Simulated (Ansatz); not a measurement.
This script drives Ansatz 0.2.0, Python API.

The script, `pa_c2h2o.py`:
```python
"""Adding a proton to C2H2O."""

import ansatz
import numpy as np


def main() -> None:
    mol = (
        ansatz.Crystal.molecule()
        .atom("C", [-0.9958, -0.0098, -0.4125])
        .atom("C", [-0.0222, -0.0771, 0.1863])
        .atom("O", [1.0823, -0.1942, 0.8512])
        .atom("H", [-1.8855, 0.1399, -0.9638])
        .atom("H", [1.8711, 0.0676, 0.2973])
    )

    base = (
        mol.calculation()
        .basis(gaussian="cc-pVDZ")
        .functional("PBE0", dispersion="d3bj")
    )
    symbols = [site.symbol for site in mol.cartesian_sites]
    start = np.array([site.position_ang for site in mol.cartesian_sites], dtype=float)
    report = base.relax(force_tolerance=0.01, max_steps=100).run(threads=1).report
    end = np.array(report["positions_ang"])

    # start the new hydrogen opposite the existing bonds
    away = sum((end[2] - end[j]) / np.linalg.norm(end[2] - end[j]) for j in [1, 4]) + np.array([0.15, 0.1, -0.2])
    proton = end[2] + 1.0 * away / np.linalg.norm(away)
    acid = ansatz.Crystal.molecule()
    for symbol, place in zip(symbols, end):
        acid = acid.atom(symbol, place.tolist())
    acid = acid.atom("H", proton.tolist())
    protonated = (
        acid.calculation()
        .basis(gaussian="cc-pVDZ")  # atom-centred Gaussian functions
        .functional("PBE0", dispersion="d3bj")
        .charge(1)  # electrons removed from the neutral system
        .relax(force_tolerance=0.01, max_steps=80)  # relax until the tolerances are met
    )
    after = protonated.run(threads=1).report
    xyz = np.array(after["positions_ang"])
    reach = np.linalg.norm(xyz[:-1] - xyz[-1], axis=1)
    print(f"base {report['free_energy_ev']:.5f} eV, protonated {after['free_energy_ev']:.5f} eV")
    print(f"the proton ends {reach.min():.3f} A from {symbols[reach.argmin()]}{reach.argmin()}")
    print(f"electronic proton affinity {96.485332 * (report['free_energy_ev'] - after['free_energy_ev']):.1f} kJ/mol")


if __name__ == "__main__":
    main()
```

It is started by `python pa_c2h2o.py`. How long does it take on 1 thread of Arm Neoverse V1, with other jobs on the host, and how much memory does it need?

It took about 16 s, with a peak of 0.18 GiB, for 2 runs of the engine.

```console
$ python pa_c2h2o.py
base -4146.36326 eV, protonated -4153.07170 eV
the proton ends 0.987 A from O2
electronic proton affinity 647.3 kJ/mol
```

Total energies depend on the basis set; only differences at equal settings carry meaning. The proton is put on one chosen atom, which needn't be the most basic site, so the molecule's proton affinity can be higher; the ends are stationary points, not checked by frequencies, and zero-point and thermal terms count only where printed.

(A comment or docstring line of the script was reworded after the run, the code is as it ran.)
